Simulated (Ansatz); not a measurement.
H$_{2}$Al–MgH, singlet: reading a ladder of total energies

Geometry: a PBE0/def2-TZVP stationary point for this spin, not checked as a minimum.

```xyz
5

Al    0.0000    0.0000    1.2766
Mg    0.0000    0.0000   -1.4644
H     0.0000    1.3369    2.1594
H     0.0000   -1.3369    2.1594
H     0.0000    0.0000   -3.1801
```

Basis 6-31G; Ansatz 0.2.0. Correlated methods freeze the noble-gas cores, which leaves 8 electrons in 22 orbitals. R marks a restricted (for open shells ROHF) determinant. The metal's outer-core shells are frozen, which leaves out core–valence correlation.

Full CI is exact within this basis and frozen core; it isn't the basis-set limit.

Runs differ by some tens of microhartree through their thresholds, so steps under 0.03 kcal/mol mean nothing.

```csv
level,total energy (hartree)
RHF,-443.175673
RMP2,-443.231505
RCCSD,-443.255505
RCCSD(T),-443.256660
RCCSDT,-443.257211
RCCSDT(Q),-443.257279
RCCSDTQ,-443.257306
full CI,-443.257308
```

**Question.** What is the correlation energy at full CI, and what share of it do RMP2 and RCCSD(T) recover?

**Answer.** E(corr) = -443.257308 − (-443.175673) = -0.081635 hartree = -2.221 eV. RMP2: -0.055832 / -0.081635 = 68.39 %. RCCSD(T): -0.080987 / -0.081635 = 99.21 %.

**Question.** By how many kcal/mol does RCCSD(T) miss full CI (1 hartree = 627.509 kcal/mol), and which steps make up the rest?

**Answer.** -443.256660 − (-443.257308) = 0.000648 hartree = 0.41 kcal/mol. Steps: RCCSDT − RCCSD(T) = -0.35, RCCSDT(Q) − RCCSDT = -0.04, RCCSDTQ − RCCSDT(Q) = -0.02, full CI − RCCSDTQ = 0.00 kcal/mol. That is within 1 kcal/mol of the reference in this basis, which itself misses far more of the correlation at the basis-set limit.
